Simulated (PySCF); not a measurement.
Compound: F2.
Bonds: F1–F2.

Computed with PySCF at wB97X-D/pcSseg-2, non-relativistic, on one gas-phase PBE0-D3(BJ)/def2-TZVP geometry that isn't relaxed in the solvent. The solvent is an IEF-PCM continuum (Bondi radii, 1.10 Å for H, scaled by 1.2). Specific hydrogen bonds and non-electrostatic terms are outside this model.

Gas phase at wB97X-D/pcSseg-2: HOMO -13.62 eV, LUMO -1.27 eV, dipole 0.00 D.

Q: What does the continuum do to the energy, the frontier levels and the dipole at wB97X-D/pcSseg-2 in chloroform?

A: 
| solvent | ε | E(solvent) − E(gas) (kJ/mol) | polarisation term (kJ/mol) | distortion of the solute (kJ/mol) | HOMO (eV) | LUMO (eV) | dipole (D) |
| --- | --- | --- | --- | --- | --- | --- | --- |
| chloroform | 4.711 | -0.38 | -0.38 | 0.00 | -13.60 | -1.24 | 0.00 |

The polarisation term is half the interaction of the solute with the surface charges that it induces; the rest is the cost of distorting the solute's density. The sum is the electrostatic part of solvation alone.

Hardware: an Intel Xeon Platinum 8259CL at 2.50 GHz with one thread (shared host). Cost: 1.3 s, 0.32 GiB resident at most. This is the whole shielding run at wB97X-D/pcSseg-2 in chloroform, SCF included.

wB97X-D is run here without its empirical dispersion term; that term would change no orbital, density or response property at a fixed geometry.
